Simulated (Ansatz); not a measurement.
**H₃O (doublet): the correlation ladder at distance H1–H2 along a hydrogen transfer = 0.807 Å, 6-31G**

An exercise on one series of results from a longer session: the logs are not shown, and one member is left open.

The runs use Ansatz 0.2.0, Gaussian basis; 6-31G, core rule «outside noble gas», up to 1 orbitals frozen.

Plan: UHF; CCSD(T) on ROHF; CCSD(T) on UHF; BCCD(T) on ROHF; CISD; CCSDT(Q) on ROHF; CCSDT(Q) on UHF.

23 further runs of the same task are left out: 23 set aside as unsound or not needed.

## What is computed

The geometry derives from fragments relaxed apart (PBE0/def2-TZVP) and kept rigid, so it is no stationary point. A hydrogen atom is moved between rigid fragments.

4 atoms, charge 0, spin multiplicity 2.

Atoms are counted from 1 here; the program's logs count them from 0.

Bond lengths: H1–H2 0.807 Å, H2–O3 1.145 Å, O3–H4 0.973 Å. Angles: H1–H2–O3 180.0°, H2–O3–H4 105.0°.

Set-up of the first run:

Input file in.yaml:

```yaml
crystal:
  periodic: [false, false, false]
  atoms:
    - {symbol: H, position_ang: [-1.801251, 0.049803, 0.000000]}
    - {symbol: H, position_ang: [-0.994251, 0.049803, 0.000000]}
    - {symbol: O, position_ang: [0.150749, 0.049803, 0.000000]}
    - {symbol: H, position_ang: [0.402608, -0.890147, 0.000000]}
basis:
  gaussian: {orbitals: 6-31G}
magnetization: {spin_polarized: true, initial_magnetization: 1}
hamiltonian: {xc: hf}
output: {orbitals: {seedname: orbitals}}
```

Run with:

```console
> ansatz run in.yaml --threads 1 --pin off --events-out ev --progress --plain --max-ram 2393MiB
```

Steps of the session up to this table: UHF; CCSD(T) on ROHF; CCSD(T) on UHF; BCCD(T) on ROHF; CISD; CCSDT(Q) on ROHF; CCSDT(Q) on UHF.

One of the session's tables, all rows but one given; the rest of the session is left out.

| method | from UCCSDT(Q) (kcal/mol) |
| --- | --- |
| ROHF | +96.57 |
| UHF | +89.05 |
| RMP2 | +9.15 |
| UMP2 | +10.39 |
| CISD | ? |
| RCCSD | +1.46 |
| UCCSD | +1.26 |
| RCCSD(T) | +0.39 |
| UCCSD(T) | +0.38 |
| BCCD(T) | +0.41 |
| RCCSDT | +0.28 |
| UCCSDT | +0.27 |
| RCCSDT(Q) | -0.01 |
| UCCSDT(Q) | 0 |

Estimate the missing values for CISD.

The run gave: from UCCSDT(Q) (kcal/mol): +6.09. In the column «from UCCSDT(Q) (kcal/mol)» it lies between RCCSD (+1.46) and RMP2 (+9.15).

Limits of these values: Restricted and unrestricted rows rest on different reference determinants; where their highest levels disagree by more than a few hundredths of an eV, they describe different states and don't form one ladder.
